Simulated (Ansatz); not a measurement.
We consider zinc-blende HgSe, described by LDA (Ansatz, a quantum-chemistry and plane-wave program, PAW).

Numerical settings: plane-wave cutoff 520 eV, 20×20×20 k mesh, Fermi–Dirac smearing 0.05 eV, perturbation theory, scalar-relativistic PAW data made under PBE.

Cell (relaxed at this level):

```xyz
2
Lattice="0.0000 3.0316 3.0316 3.0316 0.0000 3.0316 3.0316 3.0316 0.0000" Properties=species:S:1:pos:R:3 pbc="T T T"
Hg     0.0000     0.0000     0.0000
Se     4.5474     4.5474     4.5474
```

Problem. Estimate the TO(Γ) frequency that the calculation returns.

Solution. 
- TO(Γ) frequency: 132 cm⁻¹

Note: the solid has no gap at this level, which affects its response.

Spin–orbit coupling is not included; it can shift volumes and moduli of such heavy elements.
